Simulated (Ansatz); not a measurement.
Results of LDA in Ansatz (PAW) for hcp Be.

A perfect cell of 2 atoms has -176.4706 eV. A cell of 36 sites with one atom taken out, atoms relaxed at the host's volume, has -3087.1059 eV. Energies are extrapolated to zero smearing.

Defect cell: Numerical settings: plane-wave cutoff 500 eV, 5×5×5 k mesh, Fermi–Dirac smearing 0.1 eV, cell of 36 sites, scalar-relativistic PAW data made under PBE.

Perfect cell: Numerical settings: plane-wave cutoff 500 eV, 15×15×10 k mesh (along the axes of the cell as run), Fermi–Dirac smearing 0.1 eV, scalar-relativistic PAW data made under PBE.

Task: Work out the vacancy formation energy.

Result: E_f = E(35) − 35 × E_bulk per atom = -3087.1059 − 35 × (-176.4706/2) = 1.13 eV. Before relaxation the value is 1.14 eV.

The cell is finite, so the vacancy feels its images.

Note: energies are extrapolated to zero smearing, and mesh and cell size move such values by some hundredths of an eV or more.

Ansatz is a quantum-chemistry and plane-wave program.
